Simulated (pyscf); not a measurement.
Structures and frequencies: ωB97X-D3(BJ)/def2-SVP in PySCF. Correlated levels are frozen-core, on RHF or UHF. ΔMP2 is the change of the MP2 total energy from the triple- to the quadruple-zeta basis.

Task: PBE/def2-TZVP puts the barrier of `[NH2][InH][OH]` → `[OH][In]` [singlet] + `[NH3]` (1,1-elimination; singlet surface; In–N, H–In broken, H–N formed) at 151.8 kJ/mol and the reaction energy at -72.5 kJ/mol, from the reactant's lowest minimum found. What do r²SCAN/def2-TZVP, B3LYP-D3(BJ)/def2-TZVP, CCSD(T)/def2-TZVPP + ΔMP2(QZVPP) give on the same structures?

Result: r²SCAN: ΔE‡ = 172.1 kJ/mol, ΔE = -54.9 kJ/mol; B3LYP-D3(BJ): ΔE‡ = 179.1 kJ/mol, ΔE = -78.9 kJ/mol; CCSD(T): ΔE‡ = 195.1 kJ/mol, ΔE = -59.4 kJ/mol. PBE's barrier lies under all of them, by 20.3 to 43.4 kJ/mol. Its reaction energy lies among theirs. On the product side the descent ends in an adduct with a In–N contact, 59.6 kJ/mol under the separated species and 318.9 kJ/mol under the saddle at ωB97X-D3(BJ)/def2-TZVP. What is counted as broken (In–N) persists as a longer contact in the product adduct; parting that adduct is a step of its own. At ωB97X-D3(BJ) the barrier from the zero used here is 219.5 kJ/mol. This is the saddle that the search found; another between the same sides may lie lower. The CCSD(T) − MP2 part came from Ansatz, without density fitting, on the same reference. The frozen core leaves the outer d or s,p core shells of the metals and heavy elements correlated in the MP2 and CC values, and def2-TZVPP describes them poorly, which can shift differences by a few kcal/mol. Elements past Kr carry the def2 core potentials, without spin-orbit coupling.
